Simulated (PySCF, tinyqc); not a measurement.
Inside a calculation. Method: CCSD on RHF in the sto-3g basis, frozen core, for CH+, spin multiplicity 1. The lowest restricted solution is unstable here: a spin-polarised one lies 0.0081 hartree lower (PySCF). One step of it, computed by the program tinyqc.

Problem. Integrals over molecular orbitals. (pq|rs) = sum C_ip C_jq C_kr C_ls (ij|kl), one index at a time.

coefficients C:
```
              MO1        MO2        MO3        MO4       MO5        MO6
1C 1s    0.994485  -0.254632   0.094955   0.000000  0.000000   0.077492
1C 2s    0.021756   0.928049  -0.405580   0.000000  0.000000  -0.392256
1C 2px   0.000000   0.000000   0.000000   0.992076  0.125636   0.000000
1C 2py   0.000000   0.000000   0.000000  -0.125636  0.992076   0.000000
1C 2pz   0.002506   0.134456   0.738159   0.000000  0.000000  -0.749562
2H 1s   -0.003741   0.209989   0.442315   0.000000  0.000000   0.996574
```

core Hamiltonian H = T + V (hartree), lower triangle:
```
             1C 1s      1C 2s     1C 2px     1C 2py     1C 2pz      2H 1s
1C 1s   -18.117968
1C 2s    -4.366622  -5.072417
1C 2px    0.000000   0.000000  -4.003954
1C 2py    0.000000   0.000000   0.000000  -4.003954
1C 2pz   -0.009125  -0.103729   0.000000   0.000000  -4.067442
2H 1s    -0.450503  -1.219990   0.000000   0.000000  -1.151583  -2.595440
```

Two-electron integrals (ij|kl) in chemists' order, unique and non-zero (hartree):
```
(11|11) 3.541948   (21|11) 0.576921   (21|21) 0.111888   (22|11) 0.854682
(22|21) 0.205284   (22|22) 0.624709   (31|31) 0.020296   (32|31) 0.030858
(32|32) 0.137996   (33|11) 0.852436   (33|21) 0.205335   (33|22) 0.624568
(33|33) 0.672833   (41|41) 0.020296   (42|41) 0.030858   (42|42) 0.137996
(43|43) 0.036269   (44|11) 0.852436   (44|21) 0.205335   (44|22) 0.624568
(44|33) 0.600295   (44|44) 0.672833   (51|51) 0.020296   (52|51) 0.030858
(52|52) 0.137996   (53|53) 0.036269   (54|54) 0.036269   (55|11) 0.852436
(55|21) 0.205335   (55|22) 0.624568   (55|33) 0.600295   (55|44) 0.600295
(55|55) 0.672833   (61|11) 0.059042   (61|21) 0.011389   (61|22) 0.020890
(61|33) 0.020828   (61|44) 0.020828   (61|51) 0.000652   (61|52) 0.001234
(61|55) 0.021021   (61|61) 0.001182   (62|11) 0.172792   (62|21) 0.042212
(62|22) 0.145697   (62|33) 0.141985   (62|44) 0.141985   (62|51) 0.003948
(62|52) 0.029868   (62|55) 0.152972   (62|61) 0.004480   (62|62) 0.049138
(63|31) 0.003854   (63|32) 0.021576   (63|53) 0.005496   (63|63) 0.005284
(64|41) 0.003854   (64|42) 0.021576   (64|54) 0.005496   (64|64) 0.005284
(65|11) 0.161393   (65|21) 0.039879   (65|22) 0.145927   (65|33) 0.138899
(65|44) 0.138899   (65|51) 0.006973   (65|52) 0.048399   (65|55) 0.159812
(65|61) 0.004380   (65|62) 0.058211   (65|65) 0.072988   (66|11) 0.354692
(66|21) 0.088013   (66|22) 0.347269   (66|33) 0.330955   (66|44) 0.330955
(66|51) 0.008770   (66|52) 0.092571   (66|55) 0.379408   (66|61) 0.009392
(66|62) 0.160534   (66|65) 0.208643   (66|66) 0.774606
```

Give: one-electron integrals over orbitals h = C^T H C; Two-electron integrals over orbitals.

Solution.

one-electron integrals over orbitals h = C^T H C (hartree), lower triangle:
```
          1        2        3        4        5        6
1  -18.1066
2    0.3827  -4.1853
3   -0.1351   0.2009  -3.6767
4    0.0000   0.0000   0.0000  -4.0040
5    0.0000   0.0000   0.0000   0.0000  -4.0040
6   -0.1117   0.5025   0.6460   0.0000   0.0000  -2.9420
```

Two-electron integrals over orbitals (pq|rs), unique and non-zero (hartree); the lowest 1 orbital is frozen and left out:
```
(22|22) 0.5772    (32|22) 0.0086    (32|32) 0.1100    (33|22) 0.5190
(33|32) -0.0384   (33|33) 0.5591    (42|42) 0.1148    (43|42) -0.0346
(43|43) 0.0375    (44|22) 0.5826    (44|32) -0.0520   (44|33) 0.5280
(44|44) 0.6728    (52|52) 0.1148    (53|52) -0.0346   (53|53) 0.0375
(54|54) 0.0363    (55|22) 0.5826    (55|32) -0.0520   (55|33) 0.5280
(55|44) 0.6003    (55|55) 0.6728    (62|22) -0.0827   (62|32) -0.0105
(62|33) -0.0137   (62|44) -0.0887   (62|55) -0.0887   (62|62) 0.0768
(63|22) -0.0763   (63|32) 0.0788    (63|33) -0.0703   (63|44) -0.1179
(63|55) -0.1179   (63|62) 0.0622    (63|63) 0.1417    (64|42) -0.0307
(64|43) -0.0075   (64|64) 0.0206    (65|52) -0.0307   (65|53) -0.0075
(65|65) 0.0206    (66|22) 0.4904    (66|32) 0.0862    (66|33) 0.4896
(66|44) 0.4394    (66|55) 0.4394    (66|62) 0.0060    (66|63) 0.0722
(66|66) 0.6194
```
